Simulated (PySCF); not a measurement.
# BH4N (Boranamine): the cost of one run

Computed with PySCF 2.14.0, with density-fitted response routines of our own, on a single molecule in the gas phase. Atoms count from 0, in the outputs and in this text.

### 1 Starting geometry

6 atoms, charge 0, multiplicity 1; geometry from: GFN2-xTB. The atoms were then displaced at random by about 0.03 Å, so the start is not that level's minimum.

Bonds of the start (Å): B0–N1 1.30, B0–H2 1.18, B0–H3 1.23, N1–H4 1.01, N1–H5 0.99.

### 2 Optimising the geometry at PBE0-D3(BJ)/def2-SVP

What the job is given:

```
{"job": {"xc": "PBE0", "basis": "def2-SVP", "d3": "d3bj", "grid": 1, "shake": 0.03, "kind": "geom"}, "charge": 0, "multiplicity": 1}
B     -0.623560    -0.049070    -0.005610
N      0.674600    -0.040680    -0.004600
H     -1.355120    -0.979790    -0.049160
H     -1.110120     1.081650    -0.037930
H      1.276460     0.766240    -0.022660
H      1.207110    -0.870390     0.007530
```

Run with:

```bash
OMP_NUM_THREADS=1 python probes_run.py task.json out
```

One launch serves the whole session: the jobs run in the order shown.

**Question.** How long does this first job take on 1 thread of Arm Neoverse V1, shared host, and how much memory does it need?

About 3.1 s, with a peak of 0.25 GiB.
